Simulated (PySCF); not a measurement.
# Cost of response and excited-state runs on `P[P@]1(=O)[C@H](C)C1`, C$_{3}$H$_{8}$OP$_{2}$

Geometry:
| atom | x (Å) | y (Å) | z (Å) |
| --- | --- | --- | --- |
| C1 | -1.279 | -1.235 | 0.224 |
| C2 | -0.774 | 0.106 | 0.680 |
| C3 | -0.695 | 1.223 | -0.400 |
| P4 | 0.900 | 0.700 | 0.291 |
| O5 | 1.681 | 1.575 | 1.185 |
| P6 | 1.978 | -0.614 | -1.067 |
| H7 | -1.116 | -1.994 | 0.988 |
| H8 | -0.762 | -1.541 | -0.685 |
| H9 | -2.347 | -1.184 | 0.012 |
| H10 | -1.161 | 0.438 | 1.639 |
| H11 | -1.066 | 2.198 | -0.114 |
| H12 | -0.986 | 0.923 | -1.396 |
| H13 | 2.841 | 0.440 | -1.370 |
| H14 | 2.786 | -1.034 | -0.010 |

PySCF with density fitting, on 1 thread of an Arm Neoverse V1, shared host. Command: `OMP_NUM_THREADS=1 python excited_run.py task.json out`

(1) How long does this run take, and how much memory?
- circular dichroism and optical rotation, B3LYP/aug-cc-pVDZ; 8 states

## Answers

(1) 
```
                                    run              level  basis functions  wall time  peak memory (GiB)
circular dichroism and optical rotation  B3LYP/aug-cc-pVDZ              218       76 s               0.84
```
Times from a shared host are rough.
